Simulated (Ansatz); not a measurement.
Compare A (`FCC1=CC1`) with its isomer B (`CC#CCF`).

Gas-phase electronic energies from Ansatz, PBE0-D4/def2-TZVP geometries. CCSD(T)/CBS is the MP2 limit (def2-TZVPP, def2-QZVPP) plus CCSD(T) − MP2 in def2-TZVPP, frozen cores. DFT in def2-TZVPP. B3LYP here is the variant with VWN-RPA as its local correlation; programs differ in this. Each species was taken in one conformer, which may not be the lowest.

Q: Which is lower in electronic energy at CCSD(T)/CBS, and by how much? (Estimate.)

A: The calculation gave: B, by 88.4 kJ/mol.

Q: Give E(B) − E(A) in kJ/mol with B3LYP-D4, CCSD(T)/def2-SVP, B3LYP, MP2/def2-TZVPP, B2PLYP, PBE0-D4, CCSD/def2-TZVPP. (Best estimate.)

A: Ansatz gave: B3LYP-D4 -90.8, CCSD(T)/def2-SVP -81.5, B3LYP -93.5, MP2/def2-TZVPP -89.8, B2PLYP -95.0, PBE0-D4 -71.3, CCSD/def2-TZVPP -90.0. None reverses the order clearly.

Q: Does the order hold for the free energy at 298.15 K (harmonic terms from PBE0-D4)? (Estimate.)

A: Ansatz gave: Yes: G(B) − G(A) = -95.2 kJ/mol, for one conformer each. Modes under 60 cm⁻¹, often nearly free rotors, make the harmonic entropy too high.

Largest T1 diagnostic: 0.011.

In def2-TZVPP, CCSD(T) changes the Hartree–Fock value by +15.3 kJ/mol (the triples alone add +1.3 kJ/mol) and MP2 by +14.2 kJ/mol. At CCSD(T), def2-SVP lies +6.9 kJ/mol from the extrapolated value and def2-TZVPP −0.3 kJ/mol.
